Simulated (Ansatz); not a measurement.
The input, for Ansatz 0.2.0:

```yaml
crystal:
  periodic: [false, false, false]
  atoms:
    - {symbol: Br, position_ang: [-2.169520, 0.251057, 0.000000]}
    - {symbol: H, position_ang: [-0.128520, 0.251057, 0.000000]}
    - {symbol: N, position_ang: [1.014480, 0.251057, 0.000000]}
    - {symbol: H, position_ang: [1.283561, -0.753170, 0.000000]}
basis:
  gaussian: {orbitals: "6-31G*"}
magnetization: {spin_polarized: false, initial_magnetization: 2}
hamiltonian: {xc: hf}
scf: {lower_state_search: off}
output: {orbitals: {seedname: orbitals}}
```

```sh
$ ansatz run in.yaml --threads 1 --pin off --events-out ev --progress --plain --max-ram 2393MiB
```

Log:

```
these checks for a lower state are left out or cut short: stability, starts, cluster_reference, orbital_swaps, neighbouring_geometries, increment
531 factors; integrals over basis functions are off by at most 9.4e-4 eV
mean field evaluation 1: about -71499.6869 eV, gradient 1.2e1 eV
mean field evaluation 2: about -71499.6871 eV, gradient 1.2e1 eV
mean field evaluation 4: about -71500.6464 eV, gradient 2.4e0 eV
mean field evaluation 8: about -71500.9378 eV, gradient 2.4e-1 eV
mean field -71500.93969896 eV, -2627.6110688590 hartree, gradient 2.6e-6 eV, S^2 2.000000; 0 other end points of the search recorded, 0 dependent functions left out
reference -71500.93969896 eV, -2627.6110688590 hartree; 23, 21 occupied and 31, 33 virtual orbitals, 531 factors
Total energy: -71500.93969896 eV, -2627.6110688590 hartree
Checks for a lower state left out: stability, starts, cluster_reference, orbital_swaps, neighbouring_geometries, increment
```

Ran on 1 thread of Arm Neoverse V1, shared host: 0.6 s wall, 0.1 GiB peak host memory.
